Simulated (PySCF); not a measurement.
**Frontier orbitals and the lowest excitations**

Dimethyl sulfoxide, C₂H₆OS.
Structure used (GFN2-xTB), in Å, numbered top down from 1:
```xyz
10
C2H6OS angstrom
C     -1.286    0.156   -0.470
S     -0.079   -1.061    0.231
C      1.372    0.083    0.106
O     -0.391   -1.160    1.655
H     -2.267   -0.306   -0.448
H     -1.001    0.376   -1.492
H     -1.291    1.053    0.139
H      1.175    0.983    0.678
H      2.234   -0.431    0.519
H      1.542    0.312   -0.940
```

Computed, not measured: PySCF 2.14.0, density-fitted response routines, TDDFT CAM-B3LYP/def2-SVPD, vertical, gas phase, core orbitals frozen in the response.

Frontier orbitals with the atoms that hold most of them (Löwdin shares over 4%, at most four atoms; ? is withheld):

```csv
orbital,ε (eV),atoms
HOMO-3,-12.65,"C1 24%, C3 24%, H5 13%, H9 13%"
HOMO-2,-11.90,"O4 45%, S2 29%, C1 7%, C3 7%"
HOMO-1,-9.29,"O4 62%, S2 12%, C1 10%, C3 10%"
HOMO,?,?
LUMO,1.10,?
LUMO+1,1.26,"S2 56%, C1 8%, C3 8%, O4 6%"
LUMO+2,1.50,"S2 70%, O4 7%, C3 4%, C1 4%"
```

(1) Which atoms hold the LUMO, and with what shares?

(2) Which atoms hold the HOMO, and with what shares?

(3) What is the HOMO energy, and the HOMO–LUMO gap?

Results:

(1) S2 (bonded to 2 C and O) 34%; C3 (bonded to S and 3 H) 14%; C1 (bonded to S and 3 H) 14%; H10 (bonded to C) 10%. By element: sulfur 34%, carbon 27%, hydrogen 10% or more.

(2) O4 (bonded to S) 50%; S2 (bonded to 2 C and O) 32%; C3 (bonded to S and 3 H) 7%; C1 (bonded to S and 3 H) 7%. By element: oxygen 50%, sulfur 32%, carbon 15%.

(3) ε(HOMO) = -8.16 eV; the gap is 9.26 eV (0.3404 hartree).

The HOMO–LUMO gap is 9.26 eV. Where does the response calculation put the lowest singlet, and from which orbitals?

S1 is at 6.06 eV (f = 0.013), 3.21 eV below the gap, made of HOMO→LUMO+2 (54%), HOMO→LUMO+3 (16%). Its leading pair isn't HOMO and LUMO; the energies of that pair differ by 9.66 eV. Without the coupling terms of the response equations the lowest excitation would equal the gap.

One configuration dominates each of S2 and S3. Which, and how do the shares of the two leading atoms of either orbital change from the occupied to the empty one?

- S2 (6.06 eV, f 0.060), HOMO→LUMO+1 (75%): O4 50% → 6%, S2 32% → 56%, C1 7% → 8%
- S3 (6.49 eV, f 0.020), HOMO→LUMO (79%): O4 50% → at most 11%, S2 32% → 34%, C3 7% → 14%
